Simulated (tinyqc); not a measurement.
Inside a calculation (part 1 of 2). Method: UHF in the sto-3g basis, for BH, spin multiplicity 3. Computed by tinyqc, a small Python program that keeps every step (integrals from PySCF). Settings: charge = 0, multiplicity = 3, basis = sto-3g, energy threshold = 1e-08, iteration cap = 81, orthogonalisation = symmetric, start = core, DIIS depth = 0, method = UHF. Command: `OMP_NUM_THREADS=1 python tinyqc.py 31116 31117 out.jsonl` (the two numbers bound the seeds that draw the settings). One thread of a shared host (Intel(R) Xeon(R) Processor @ 2.60GHz), about 0.1 s of CPU time with the checks. Later iterations appear only in the table of the cycle.

## One-electron integrals

Geometry (angstrom):
```
atom         x         y         z
B     0.000000  0.000000  0.000000
H     0.000000  0.000000  1.919000
```

Basis sto-3g: exponents (1/bohr^2) and contraction coefficients of normalised primitives:
```
element  l (shell)   exponent  coefficient
B            s (1)  48.791113     0.154329
B            s (1)   8.887362     0.535328
B            s (1)   2.405267     0.444635
B            s (2)   2.236956    -0.099967
B            s (2)   0.519821     0.399513
B            s (2)   0.169062     0.700115
B            p (3)   2.236956     0.155916
B            p (3)   0.519821     0.607684
B            p (3)   0.169062     0.391957
H            s (1)   3.425251     0.154329
H            s (1)   0.623914     0.535328
H            s (1)   0.168855     0.444635
```

Overlap, kinetic and nuclear-attraction integrals over the contracted functions; the nuclear repulsion is the sum of Za Zb / Rab.

nuclear repulsion = 1.37878377 hartree

overlap S, lower triangle:
```
           1B 1s     1B 2s    1B 2px    1B 2py    1B 2pz     2H 1s
1B 1s   1.000000
1B 2s   0.269328  1.000000
1B 2px  0.000000  0.000000  1.000000
1B 2py  0.000000  0.000000  0.000000  1.000000
1B 2pz  0.000000  0.000000  0.000000  0.000000  1.000000
2H 1s   0.013046  0.183985  0.000000  0.000000  0.231860  1.000000
```

kinetic energy T (hartree), lower triangle:
```
            1B 1s      1B 2s    1B 2px    1B 2py    1B 2pz     2H 1s
1B 1s   10.826302
1B 2s   -0.047967   0.359168
1B 2px   0.000000   0.000000  1.123881
1B 2py   0.000000   0.000000  0.000000  1.123881
1B 2pz   0.000000   0.000000  0.000000  0.000000  1.123881
2H 1s   -0.004126  -0.004507  0.000000  0.000000  0.026335  0.760032
```

nuclear attraction V (hartree), lower triangle:
```
             1B 1s      1B 2s     1B 2px     1B 2py     1B 2pz      2H 1s
1B 1s   -23.423145
1B 2s    -3.213631  -4.047000
1B 2px    0.000000   0.000000  -4.003205
1B 2py    0.000000   0.000000   0.000000  -4.003205
1B 2pz   -0.007146  -0.072340   0.000000   0.000000  -4.043592
2H 1s    -0.156179  -0.544804   0.000000   0.000000  -0.639317  -2.604610
```

core Hamiltonian H = T + V (hartree), lower triangle:
```
             1B 1s      1B 2s     1B 2px     1B 2py     1B 2pz      2H 1s
1B 1s   -12.596843
1B 2s    -3.261598  -3.687832
1B 2px    0.000000   0.000000  -2.879324
1B 2py    0.000000   0.000000   0.000000  -2.879324
1B 2pz   -0.007146  -0.072340   0.000000   0.000000  -2.919712
2H 1s    -0.160306  -0.549311   0.000000   0.000000  -0.612982  -1.844578
```

## Two-electron integrals

Functions are numbered as in S; the eight-fold symmetry (ij|kl) = (ji|kl) = (kl|ij) leaves the list below.

Two-electron integrals (ij|kl) in chemists' order, unique and non-zero (hartree):
```
(11|11) 2.923513   (21|11) 0.518376   (21|21) 0.109262   (22|11) 0.744229
(22|21) 0.193177   (22|22) 0.544804   (31|31) 0.020264   (32|31) 0.029996
(32|32) 0.120346   (33|11) 0.742491   (33|21) 0.193240   (33|22) 0.544682
(33|33) 0.586773   (41|41) 0.020264   (42|41) 0.029996   (42|42) 0.120346
(43|43) 0.031630   (44|11) 0.742491   (44|21) 0.193240   (44|22) 0.544682
(44|33) 0.523513   (44|44) 0.586773   (51|51) 0.020264   (52|51) 0.029996
(52|52) 0.120346   (53|53) 0.031630   (54|54) 0.031630   (55|11) 0.742491
(55|21) 0.193240   (55|22) 0.544682   (55|33) 0.523513   (55|44) 0.523513
(55|55) 0.586773   (61|11) 0.024950   (61|21) 0.005244   (61|22) 0.009319
(61|33) 0.009283   (61|44) 0.009283   (61|51) 0.000386   (61|52) 0.000714
(61|55) 0.009398   (61|61) 0.000260   (62|11) 0.086399   (62|21) 0.022925
(62|22) 0.074938   (62|33) 0.072649   (62|44) 0.072649   (62|51) 0.002464
(62|52) 0.017253   (62|55) 0.079432   (62|61) 0.001177   (62|62) 0.017463
(63|31) 0.001854   (63|32) 0.009576   (63|53) 0.002936   (63|63) 0.001481
(64|41) 0.001854   (64|42) 0.009576   (64|54) 0.002936   (64|64) 0.001481
(65|11) 0.095083   (65|21) 0.025481   (65|22) 0.087335   (65|33) 0.083177
(65|44) 0.083177   (65|51) 0.003997   (65|52) 0.026666   (65|55) 0.095544
(65|61) 0.001344   (65|62) 0.023368   (65|65) 0.032122   (66|11) 0.275574
(66|21) 0.074200   (66|22) 0.273289   (66|33) 0.261282   (66|44) 0.261282
(66|51) 0.007083   (66|52) 0.069103   (66|55) 0.296956   (66|61) 0.003798
(66|62) 0.092415   (66|65) 0.132803   (66|66) 0.774606
```

## Orthogonalisation

S = U s U^T; symmetric (Loewdin) form X = U s^(-1/2) U^T, so that X^T S X = 1.

eigenvalues of S: 0.645558  0.820370  1.000000  1.000000  1.166733  1.367339

X, lower triangle:
```
            1B 1s      1B 2s    1B 2px    1B 2py     1B 2pz     2H 1s
1B 1s    1.029140
1B 2s   -0.143477   1.043419
1B 2px   0.000000   0.000000  1.000000
1B 2py   0.000000   0.000000  0.000000  1.000000
1B 2pz  -0.002816   0.017795  0.000000  0.000000   1.021567
2H 1s    0.013759  -0.100746  0.000000  0.000000  -0.122839  1.035530
```

## Starting guess

The start is the orbitals of the core Hamiltonian; D(s) = C_occ C_occ^T for each spin.

D(alpha) at the start, lower triangle:
```
            1B 1s      1B 2s    1B 2px    1B 2py     1B 2pz     2H 1s
1B 1s    1.079223
1B 2s   -0.294785   1.096364
1B 2px   0.000000   0.000000  0.999919
1B 2py   0.000000   0.000000  0.009017  0.000081
1B 2pz  -0.005459   0.022938  0.000000  0.000000   1.028815
2H 1s    0.015815  -0.053858  0.000000  0.000000  -0.073090  0.007684
```

D(beta) at the start, lower triangle:
```
            1B 1s      1B 2s    1B 2px    1B 2py     1B 2pz     2H 1s
1B 1s    1.068328
1B 2s   -0.252151   0.929534
1B 2px   0.000000   0.000000  0.000000
1B 2py   0.000000   0.000000  0.000000  0.000000
1B 2pz  -0.102029   0.400821  0.000000  0.000000   0.172881
2H 1s    0.020542  -0.072354  0.000000  0.000000  -0.031193  0.005633
```

## Iteration 1: building the Fock matrix

J_ij = sum D_kl (ij|kl) with D = D(alpha) + D(beta), K_ij = sum D_kl (ik|jl) for each spin; F = H + J - K(s); E = tr D H + tr D J / 2 - 0.5 sum_s tr D(s) K(s) + E_nn.

Coulomb J (hartree), lower triangle:
```
           1B 1s     1B 2s    1B 2px    1B 2py    1B 2pz     2H 1s
1B 1s   8.817671
1B 2s   1.800802  3.657086
1B 2px  0.000000  0.000000  3.670967
1B 2py  0.000000  0.000000  0.000570  3.607718
1B 2pz  0.019733  0.086602  0.000000  0.000000  3.679924
2H 1s   0.087315  0.486514  0.000000  0.000000  0.562255  1.699040
```

exchange K(alpha) (hartree), lower triangle:
```
           1B 1s     1B 2s    1B 2px    1B 2py    1B 2pz     2H 1s
1B 1s   3.010575
1B 2s   0.579985  0.835754
1B 2px  0.000000  0.000000  0.754005
1B 2py  0.000000  0.000000  0.005006  0.198952
1B 2pz  0.000087  0.001269  0.000000  0.000000  0.754972
2H 1s   0.030848  0.097064  0.000000  0.000000  0.094110  0.031023
```

exchange K(beta) (hartree), lower triangle:
```
           1B 1s     1B 2s    1B 2px    1B 2py    1B 2pz     2H 1s
1B 1s   2.967161
1B 2s   0.522795  0.535647
1B 2px  0.000000  0.000000  0.122370
1B 2py  0.000000  0.000000  0.000000  0.122370
1B 2pz  0.011310  0.233609  0.000000  0.000000  0.210354
2H 1s   0.026979  0.089135  0.000000  0.000000  0.057291  0.022789
```

F(alpha) (hartree), lower triangle:
```
            1B 1s      1B 2s     1B 2px    1B 2py     1B 2pz      2H 1s
1B 1s   -6.789747
1B 2s   -2.040782  -0.866500
1B 2px   0.000000   0.000000   0.037638
1B 2py   0.000000   0.000000  -0.004435  0.529442
1B 2pz   0.012500   0.012992   0.000000  0.000000   0.005240
2H 1s   -0.103839  -0.159861   0.000000  0.000000  -0.144837  -0.176561
```

F(beta) (hartree), lower triangle:
```
            1B 1s      1B 2s    1B 2px    1B 2py     1B 2pz      2H 1s
1B 1s   -6.746332
1B 2s   -1.983591  -0.566393
1B 2px   0.000000   0.000000  0.669273
1B 2py   0.000000   0.000000  0.000570  0.606024
1B 2pz   0.001277  -0.219347  0.000000  0.000000   0.549858
2H 1s   -0.099970  -0.151932  0.000000  0.000000  -0.108018  -0.168328
```

total energy of this density = -24.10184311 hartree

## Iteration 1: diagonalisation and new density

Diagonalise F' = X^T F X, C = X C', fill 4 alpha and 2 beta electrons from the bottom; D(s) = C_occ C_occ^T. Each column has its largest component positive (the first on a tie).

F' = X^T F X (alpha) (hartree), lower triangle:
```
           1          2          3         4          5          6
1  -6.608773
2  -1.094479  -0.442359
3   0.000000   0.000000   0.037638
4   0.000000   0.000000  -0.004435  0.529442
5   0.003400   0.036445   0.000000  0.000000   0.040059
6   0.017050  -0.100604   0.000000  0.000000  -0.138495  -0.126151
```

orbital energies (alpha) (hartree): MO1 -6.797283, MO2 -0.315101, MO3 -0.160830, MO4 0.037598, MO5 0.135992, MO6 0.529482

coefficients C (alpha):
```
              MO1        MO2        MO3       MO4        MO5        MO6
1B 1s    0.989857  -0.255034   0.171527  0.000000  -0.075037   0.000000
1B 2s    0.035683   0.821199  -0.600381  0.000000   0.289270   0.000000
1B 2px   0.000000   0.000000   0.000000  0.999959   0.000000  -0.009017
1B 2py   0.000000   0.000000   0.000000  0.009017   0.000000   0.999959
1B 2pz  -0.001181   0.080135   0.467149  0.000000   0.913434   0.000000
2H 1s   -0.003357   0.461871   0.668763  0.000000  -0.661189   0.000000
```

F' = X^T F X (beta) (hartree), lower triangle:
```
           1          2         3         4          5          6
1  -6.573544
2  -1.082361  -0.141857
3   0.000000   0.000000  0.669273
4   0.000000   0.000000  0.000570  0.606024
5   0.024446  -0.199192  0.000000  0.000000   0.590980
6   0.016290  -0.093442  0.000000  0.000000  -0.144406  -0.122832
```

orbital energies (beta) (hartree): MO1 -6.750814, MO2 -0.227593, MO3 0.060097, MO4 0.606019, MO5 0.669278, MO6 0.671056

coefficients C (beta):
```
              MO1        MO2        MO3        MO4       MO5        MO6
1B 1s    0.992407  -0.143919  -0.260555   0.000000  0.000000   0.080244
1B 2s    0.027110   0.449397   0.920899   0.000000  0.000000  -0.262731
1B 2px   0.000000   0.000000   0.000000  -0.009017  0.999959   0.000000
1B 2py   0.000000   0.000000   0.000000   0.999959  0.009017   0.000000
1B 2pz   0.001234   0.181627   0.245483   0.000000  0.000000   0.982732
2H 1s   -0.002969   0.768312  -0.673225   0.000000  0.000000  -0.232822
```

D(alpha) after iteration 1, lower triangle:
```
            1B 1s      1B 2s    1B 2px    1B 2py    1B 2pz     2H 1s
1B 1s    1.074281
1B 2s   -0.277094   1.036098
1B 2px   0.000000   0.000000  0.999919
1B 2py   0.000000   0.000000  0.009017  0.000081
1B 2pz   0.058523  -0.214703  0.000000  0.000000  0.224652
2H 1s   -0.006405  -0.022344  0.000000  0.000000  0.349428  0.660580
```

D(beta) after iteration 1, lower triangle:
```
            1B 1s     1B 2s    1B 2px    1B 2py    1B 2pz     2H 1s
1B 1s    1.005583
1B 2s   -0.037772  0.202693
1B 2px   0.000000  0.000000  0.000000
1B 2py   0.000000  0.000000  0.000000  0.000000
1B 2pz  -0.024915  0.081656  0.000000  0.000000  0.032990
2H 1s   -0.113521  0.345197  0.000000  0.000000  0.139542  0.590312
```

## Iteration 2: building the Fock matrix

As before.

Coulomb J (hartree), lower triangle:
```
           1B 1s     1B 2s    1B 2px    1B 2py    1B 2pz     2H 1s
1B 1s   8.097306
1B 2s   1.622960  3.259575
1B 2px  0.000000  0.000000  3.271846
1B 2py  0.000000  0.000000  0.000570  3.208597
1B 2pz  0.007647  0.093480  0.000000  0.000000  3.285961
2H 1s   0.078437  0.496229  0.000000  0.000000  0.603172  2.342439
```

exchange K(alpha) (hartree), lower triangle:
```
           1B 1s      1B 2s    1B 2px    1B 2py    1B 2pz     2H 1s
1B 1s   2.991305
1B 2s   0.557850   0.742124
1B 2px  0.000000   0.000000  0.726247
1B 2py  0.000000   0.000000  0.005006  0.171194
1B 2pz  0.001081  -0.079724  0.000000  0.000000  0.380032
2H 1s   0.029504   0.155366  0.000000  0.000000  0.220410  0.616861
```

exchange K(beta) (hartree), lower triangle:
```
           1B 1s     1B 2s    1B 2px    1B 2py    1B 2pz     2H 1s
1B 1s   2.921707
1B 2s   0.531043  0.271331
1B 2px  0.000000  0.000000  0.051432
1B 2py  0.000000  0.000000  0.000000  0.051432
1B 2pz  0.000092  0.110272  0.000000  0.000000  0.124991
2H 1s   0.024435  0.187279  0.000000  0.000000  0.170527  0.565783
```

F(alpha) (hartree), lower triangle:
```
            1B 1s      1B 2s     1B 2px    1B 2py     1B 2pz      2H 1s
1B 1s   -7.490842
1B 2s   -2.196489  -1.170381
1B 2px   0.000000   0.000000  -0.333726
1B 2py   0.000000   0.000000  -0.004435  0.158078
1B 2pz  -0.000579   0.100865   0.000000  0.000000  -0.013783
2H 1s   -0.111372  -0.208448   0.000000  0.000000  -0.230220  -0.119001
```

F(beta) (hartree), lower triangle:
```
            1B 1s      1B 2s    1B 2px    1B 2py     1B 2pz      2H 1s
1B 1s   -7.421244
1B 2s   -2.169681  -0.699589
1B 2px   0.000000   0.000000  0.341090
1B 2py   0.000000   0.000000  0.000570  0.277841
1B 2pz   0.000410  -0.089132  0.000000  0.000000   0.241258
2H 1s   -0.106303  -0.240361  0.000000  0.000000  -0.180337  -0.067923
```

total energy of this density = -24.56179711 hartree

## Iteration 2: diagonalisation and new density

As before.

F' = X^T F X (alpha) (hartree), lower triangle:
```
           1          2          3         4          5          6
1  -7.311454
2  -1.117326  -0.726802
3   0.000000   0.000000  -0.333726
4   0.000000   0.000000  -0.004435  0.158078
5  -0.024529   0.142505   0.000000  0.000000   0.045895
6   0.022872  -0.143871   0.000000  0.000000  -0.245438  -0.033635
```

orbital energies (alpha) (hartree): MO1 -7.495883, MO2 -0.592589, MO3 -0.333766, MO4 -0.241738, MO5 0.158118, MO6 0.304214

coefficients C (alpha):
```
              MO1        MO2       MO3        MO4        MO5        MO6
1B 1s    0.992035  -0.297188  0.000000   0.022082   0.000000  -0.083485
1B 2s    0.028360   1.000700  0.000000  -0.110734   0.000000   0.324513
1B 2px   0.000000   0.000000  0.999959   0.000000  -0.009017   0.000000
1B 2py   0.000000   0.000000  0.009017   0.000000   0.999959   0.000000
1B 2pz   0.000243  -0.156337  0.000000   0.582852   0.000000   0.833580
2H 1s   -0.002724   0.114399  0.000000   0.698634   0.000000  -0.772377
```

F' = X^T F X (beta) (hartree), lower triangle:
```
           1          2         3         4          5         6
1  -7.235847
2  -1.169195  -0.220617
3   0.000000   0.000000  0.341090
4   0.000000   0.000000  0.000570  0.277841
5   0.002153  -0.047335  0.000000  0.000000   0.293683
6   0.035078  -0.207931  0.000000  0.000000  -0.212273  0.019109
```

orbital energies (beta) (hartree): MO1 -7.425584, MO2 -0.276119, MO3 0.139176, MO4 0.277836, MO5 0.341095, MO6 0.418854

coefficients C (beta):
```
              MO1        MO2        MO3        MO4       MO5        MO6
1B 1s    0.992865  -0.191690  -0.232098   0.000000  0.000000  -0.059302
1B 2s    0.025540   0.623812   0.821027   0.000000  0.000000   0.236422
1B 2px   0.000000   0.000000   0.000000  -0.009017  0.999959   0.000000
1B 2py   0.000000   0.000000   0.000000   0.999959  0.009017   0.000000
1B 2pz   0.000808   0.244800  -0.390636   0.000000  0.000000   0.920049
2H 1s   -0.002805   0.610180  -0.532213   0.000000  0.000000  -0.664960
```

D(alpha) after iteration 2, lower triangle:
```
            1B 1s      1B 2s    1B 2px    1B 2py    1B 2pz     2H 1s
1B 1s    1.072942
1B 2s   -0.271708   1.014467
1B 2px   0.000000   0.000000  0.999919
1B 2py   0.000000   0.000000  0.009017  0.000081
1B 2pz   0.059573  -0.220981  0.000000  0.000000  0.364157
2H 1s   -0.021273   0.037040  0.000000  0.000000  0.389315  0.501184
```

D(beta) after iteration 2, lower triangle:
```
            1B 1s     1B 2s    1B 2px    1B 2py    1B 2pz     2H 1s
1B 1s    1.022525
1B 2s   -0.094220  0.389794
1B 2px   0.000000  0.000000  0.000000
1B 2py   0.000000  0.000000  0.000000  0.000000
1B 2pz  -0.046124  0.152730  0.000000  0.000000  0.059928
2H 1s   -0.119751  0.380566  0.000000  0.000000  0.149370  0.372328
```

## Iteration 33 (converged): orbitals

converged F(alpha) (hartree), lower triangle:
```
            1B 1s      1B 2s     1B 2px    1B 2py     1B 2pz      2H 1s
1B 1s   -7.288944
1B 2s   -2.146206  -1.035912
1B 2px   0.000000   0.000000  -0.214473
1B 2py   0.000000   0.000000  -0.004435  0.277331
1B 2pz   0.000107   0.130129   0.000000  0.000000   0.172079
2H 1s   -0.107825  -0.200160   0.000000  0.000000  -0.205355  -0.427214
```

converged F(beta) (hartree), lower triangle:
```
            1B 1s      1B 2s    1B 2px    1B 2py     1B 2pz     2H 1s
1B 1s   -7.258980
1B 2s   -2.116191  -0.846640
1B 2px   0.000000   0.000000  0.390196
1B 2py   0.000000   0.000000  0.000570  0.326947
1B 2pz   0.000648  -0.165708  0.000000  0.000000   0.280995
2H 1s   -0.103739  -0.214020  0.000000  0.000000  -0.119661  0.182569
```

As before.

F' = X^T F X (alpha) (hartree), lower triangle:
```
           1          2          3         4          5          6
1  -7.109670
2  -1.112092  -0.595016
3   0.000000   0.000000  -0.214473
4   0.000000   0.000000  -0.004435  0.277331
5  -0.028042   0.171847   0.000000  0.000000   0.230035
6   0.020895  -0.119726   0.000000  0.000000  -0.205926  -0.367303
```

orbital energies (alpha) (hartree): MO1 -7.294280, MO2 -0.512285, MO3 -0.383880, MO4 -0.214513, MO5 0.277371, MO6 0.348492

coefficients C (alpha):
```
              MO1        MO2        MO3       MO4        MO5        MO6
1B 1s    0.991749  -0.229273   0.190203  0.000000   0.000000  -0.087192
1B 2s    0.029345   0.744187  -0.680098  0.000000   0.000000   0.320259
1B 2px   0.000000   0.000000   0.000000  0.999959  -0.009017   0.000000
1B 2py   0.000000   0.000000   0.000000  0.009017   0.999959   0.000000
1B 2pz   0.000085  -0.067431   0.313817  0.000000   0.000000   0.977745
2H 1s   -0.003069   0.585249   0.739069  0.000000   0.000000  -0.457167
```

F' = X^T F X (beta) (hartree), lower triangle:
```
           1          2         3         4          5         6
1  -7.082864
2  -1.112005  -0.399362
3   0.000000   0.000000  0.390196
4   0.000000   0.000000  0.000570  0.326947
5   0.015020  -0.137910  0.000000  0.000000   0.320755
6   0.030284  -0.177302  0.000000  0.000000  -0.174883  0.263951
```

orbital energies (beta) (hartree): MO1 -7.263030, MO2 -0.333867, MO3 0.229621, MO4 0.326942, MO5 0.390201, MO6 0.469757

coefficients C (beta):
```
              MO1        MO2        MO3        MO4       MO5        MO6
1B 1s    0.992938  -0.269500   0.144999   0.000000  0.000000  -0.018201
1B 2s    0.025292   0.909458  -0.530875   0.000000  0.000000   0.100962
1B 2px   0.000000   0.000000   0.000000  -0.009017  0.999959   0.000000
1B 2py   0.000000   0.000000   0.000000   0.999959  0.009017   0.000000
1B 2pz   0.001059   0.261761   0.516928   0.000000  0.000000   0.850458
2H 1s   -0.002837   0.238275   0.662931   0.000000  0.000000  -0.775558
```

D(alpha) after iteration 33, lower triangle:
```
            1B 1s      1B 2s    1B 2px    1B 2py    1B 2pz     2H 1s
1B 1s    1.072309
1B 2s   -0.270876   1.017209
1B 2px   0.000000   0.000000  0.999919
1B 2py   0.000000   0.000000  0.009017  0.000081
1B 2pz   0.075233  -0.263605  0.000000  0.000000  0.103028
2H 1s    0.003347  -0.067195  0.000000  0.000000  0.192469  0.888749
```

D(beta) after iteration 33, lower triangle:
```
            1B 1s     1B 2s    1B 2px    1B 2py    1B 2pz     2H 1s
1B 1s    1.058555
1B 2s   -0.219986  0.827753
1B 2px   0.000000  0.000000  0.000000
1B 2py   0.000000  0.000000  0.000000  0.000000
1B 2pz  -0.069493  0.238087  0.000000  0.000000  0.068520
2H 1s   -0.067032  0.216629  0.000000  0.000000  0.062368  0.056783
```
